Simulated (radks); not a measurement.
# Mg²⁺ in [Ne]: an all-electron calculation

One table from this session's results is given with a row withheld; the runs are named, their logs left out.

Method: Dirac Kohn-Sham, LDA (Slater exchange, Perdew-Wang correlation), spin-unpolarised, spherical densities, finite nucleus. Code: radks (a radial shooting solver on a logarithmic mesh, Libxc functionals) version 1.

**The atom as given**

```
element            : magnesium (Z = 12)
charge             : +2
electrons          : 10
configuration      : [Ne]
nuclear rms radius : 3.057 fm
```

Outer shells as boxes (Hund's rule):

Mg²⁺
```
[He] core
2s [↑↓]
2p [↑↓][↑↓][↑↓]
```

The first run:

Input:

```text
Z 12
configuration [Ne] 3s0 3p0 3d0
relativity Dirac
functional lda,pw
spin unpolarised
j_filling average
nucleus finite rms 3.057 fm
c 137.035999084
```

One table of the session follows, with a row left open; its other results are not shown here.

It belongs to the step «Orbitals and density». The radial density on a logarithmic grid:

```
r (bohr)  4πr²ρ (e/bohr)
 0.00417          0.2198
 0.00603          0.4376
 0.00878          0.8664
  0.0127           1.643
  0.0183           2.988
  0.0265           5.120
  0.0386           8.125
  0.0557           11.28
  0.0805           13.20
   0.117           12.28
   0.169           9.158
   0.245           7.485
   0.354           9.347
   0.515               ?
   0.744           8.203
    1.08           3.446
    1.57          0.6716
    2.26         0.05061
```

Estimate the missing values for r (bohr) = 0.515.

Worked estimate for «4πr²ρ (e/bohr)». A straight line through the neighbours (0.354, 9.347) and (0.744, 8.203) gives 9.347 + (8.203 − 9.347) × (0.515 − 0.354) / (0.744 − 0.354) = 8.87; a parabola fitted to 4 rows on both sides gives 9.39.

The run gave: 4πr²ρ (e/bohr): 10.97. In «4πr²ρ (e/bohr)» the line misses by -2.10 and the parabola by -1.58. Between these rows the values bend or scatter more than so simple an estimate can follow.
